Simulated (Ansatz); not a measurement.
A search over several starts for the lowest SCF solution of BH2Et (C₂H₇B) at the given spin, in a small basis.

```yaml
crystal:
  periodic: [false, false, false]
  atoms:
    - {symbol: B, position_ang: [0.599331, 1.123533, 0.538729]}
    - {symbol: H, position_ang: [1.804406, 1.132859, 0.506281]}
    - {symbol: H, position_ang: [0.014632, 2.161770, 0.355638]}
    - {symbol: C, position_ang: [-0.180237, -0.216307, 0.666867]}
    - {symbol: C, position_ang: [-0.321964, -0.679880, -0.814665]}
    - {symbol: H, position_ang: [-1.187476, -0.109023, 1.096789]}
    - {symbol: H, position_ang: [0.358182, -0.996433, 1.226010]}
    - {symbol: H, position_ang: [-0.870989, -1.631150, -0.864372]}
    - {symbol: H, position_ang: [-0.873966, 0.052650, -1.422305]}
    - {symbol: H, position_ang: [0.658080, -0.838019, -1.288962]}
basis:
  gaussian: {orbitals: def2-SVP, initial_orbitals: start.molden}
hamiltonian: {xc: pbe0, dispersion: d4}
output: {orbitals: {seedname: orbitals}}
```

The file start.molden holds the orbitals of an earlier run on this structure, at another level or in another basis.

```sh
$ ansatz run in.yaml --threads 4 --pin off --events-out ev --progress --plain --max-ram 3916MiB
```

Output, abridged:

```
Functional definition: PBE0
876 factors; their error is unknown
mean field evaluation 1: about -2857.8426 eV, gradient 6.6e0 eV
mean field evaluation 2: about -2857.9380 eV, gradient 9.4e-2 eV
mean field evaluation 4: about -2857.9260 eV, gradient 1.4e-4 eV
mean field evaluation 8: about -2853.1564 eV, gradient 4.3e1 eV
mean field evaluation 16: about -2857.9260 eV, gradient 2.7e-2 eV
mean field -2857.92597677 eV, -105.0268424744 hartree, gradient 1.5e-5 eV, S^2 0.000000; 1 other end points of the search recorded, 0 dependent functions left out
reference -2857.92600250 eV, -105.0268434200 hartree; 12, 12 occupied and 65, 65 virtual orbitals, 876 factors
Total energy: -2858.03167579 eV, -105.0307268419 hartree
```

It took 0.6 s on 4 threads of Arm Neoverse V2 on a shared host.
